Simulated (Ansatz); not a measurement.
Reaction (SMILES): P#P (P2) + 3 [H][H] (H2) → 2 P (PH3)
B3LYP-D3(BJ)/def2-TZVP geometries, fixed; electronic energies without zero-point terms.

Effect of a fitting basis named in the input at wB97M-V/aug-cc-pV(T+d)Z with Ansatz (a quantum-chemistry and plane-wave program), against the last row, where the energy of full hydrogenation is -45.96 kcal/mol. The default fits or decomposes integrals by the program's own choice; accuracy: high also tightens integrals, grids and stops. Cost is core time over that of fitting: cc-pVQZ-JKFIT, rough, on shared machines of one kind.

| setting | largest shift of a total energy (mEh) | shift of the energy of full hydrogenation (kcal/mol) | cost |
|---|---|---|---|
| fitting: def2-SV(P)-JKFIT | -0.067 | 0.044 | 0.9× |
| fitting: def2-universal-JKFIT | -0.067 | 0.044 | 0.9× |
| fitting: cc-pVTZ-JKFIT | -0.031 | -0.024 | 0.9× |
| fitting: cc-pVQZ-JKFIT | -0.030 | 0.004 | 1× |
| fitting: cc-pV5Z-JKFIT | -0.031 | 0.005 | 1× |
| accuracy: high | -0.022 | -0.002 | 5× |
| accuracy: medium (default) | 0.000 | 0.000 | 1× |

Within 0.02 kcal/mol in the energy of full hydrogenation: fitting: cc-pVQZ-JKFIT; fitting: cc-pV5Z-JKFIT; accuracy: high. The largest shift is 0.067 mEh in a total energy and 0.044 kcal/mol in the difference.
